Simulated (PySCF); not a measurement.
Gas-phase reaction: 3 BCl2OH + 2 BH2Cl → 4 H + 4 BCl2 + B(OH)3

Method: PySCF energies (xtb for GFN2) plus ideal-gas RRHO corrections (1 bar). † marks an energy on the PBE0/def2-TZVP geometry and frequencies; other levels use their own. MP2 freezes the core. Open shells (unrestricted): H (multiplicity 2), BCl2 (multiplicity 2); the rest are closed-shell singlets. GFN2 has no spin-polarisation term. BCl2OH, BH2Cl: computed as isolated molecules; such fragments, hydroxides, amides, oligomers or adducts are transient or little studied in the gas. MP2 isn't extrapolated to the basis-set limit.

| level | ΔH°(298 K), kJ |
|---|---|
| BLYP/def2-TZVP† | 1668 |
| GFN2-xTB | [?] |
| HF/def2-TZVP† | [?] |
| MP2/def2-SVP† | 1654 |
| MP2/def2-TZVPP† | 1697 |
| PBE/def2-TZVP† | [?] |
| PBE0/def2-TZVP | [?] |
| r2SCAN/def2-TZVP† | 1642 |
| ωB97X-V/def2-TZVP† | 1748 |

Task: What belongs in the gaps?

Result: 
- GFN2-xTB, ΔH°(298 K), kJ: 2003
- HF/def2-TZVP†, ΔH°(298 K), kJ: 1377
- PBE/def2-TZVP†, ΔH°(298 K), kJ: 1641
- PBE0/def2-TZVP, ΔH°(298 K), kJ: 1660
